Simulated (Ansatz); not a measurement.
Cubic X2O3: space group Pn-3m, simple cubic cell, positions in fractions of the edge: X (0.25 0.25 0.25), (0.75 0.75 0.25), (0.75 0.25 0.75), (0.25 0.75 0.75); O (0.5 0 0), (0 0.5 0), (0 0 0.5), (0.5 0.5 0), (0.5 0 0.5), (0 0.5 0.5).

A crystal in the cubic X2O3 (oxygen-deficient fluorite) structure was computed with PBE in Ansatz (plane waves, PAW datasets (generated hard set); cutoff 700 eV), no spin polarisation, no spin–orbit coupling, Fermi–Dirac smearing of 0.061 eV, k-spacing 0.11 to 0.12 Å⁻¹. It has a₀ = 5.253 Å and B₀ = 107 GPa.

Q: Which is it?
A. Li2O3
B. Cl2O3
C. Sn2O3
D. H2O3
E. W2O3

A: C. The five: Sn2O3 5.253 Å, 107 GPa; H2O3 3.955 Å, 156 GPa; Li2O3 4.476 Å, 81 GPa; W2O3 4.852 Å, 265 GPa; Cl2O3 5.133 Å, 82 GPa.

Model structures, not the usual forms at ambient conditions (metastable or hypothetical): Sn2O3, H2O3, Li2O3, W2O3, Cl2O3. The k-mesh is modest, so these values aren't fully converged in k. Spin polarisation is left out, and a magnetic state may lie lower for W2O3.
